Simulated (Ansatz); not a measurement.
1T (CdI2-type) PtS2 was calculated with PBE+SOC (PAW; Ansatz, a quantum-chemistry and plane-wave program).

Settings: plane-wave cutoff 520 eV, 12×12×8 k mesh (along the axes of the cell as run), Fermi–Dirac smearing 0.01 eV, PAW data made under PBE.

Cell (relaxed at this level):

PtS₂ is taken in the trigonal space group P-3m1 (No. 164), the CdI2 type structure, Pearson symbol hP3. Conventional cell: a = b = 3.575 Å, c = 6.478 Å, α = β = 90.00°, γ = 120.00°. Pt on 1a has 6 S at 2.403 Å (octahedral). S on 2d has 3 Pt at 2.403 Å (trigonal pyramidal). (Neighbours: up to the widest gap in distance over summed covalent radii, below 1.35, at either atom; cation-cation and far metal-metal contacts left out.)

Question: Estimate the bulk modulus, band gap, smallest direct gap on the k points sampled and direct gap at Γ that the calculation returns.

Answer: 
- bulk modulus: 1.65 GPa
- band gap: 1.46 eV (indirect)
- smallest direct gap on the k points sampled: 1.55 eV
- direct gap at Γ: 3.23 eV

Measured, for comparison: band gap 0.7 eV (temperature not stated, not corrected to a static lattice, bulk, cited; as tabulated in Two-dimensional noble-metal chalcogenides and phosphochalcogenides, Angew. …). Computed (rounded) less measured: band gap +0.76 eV.

Note: for a layered or molecular solid the relaxed cell lies over 5 % above the published volume, where the minimum can be shallow; the cell comes from a level without a dispersion term, which matters for the spacing of layers, chains or molecules; the bulk modulus comes from volumes at which shape and atoms were relaxed.

Static lattice: no zero-point or thermal effects.
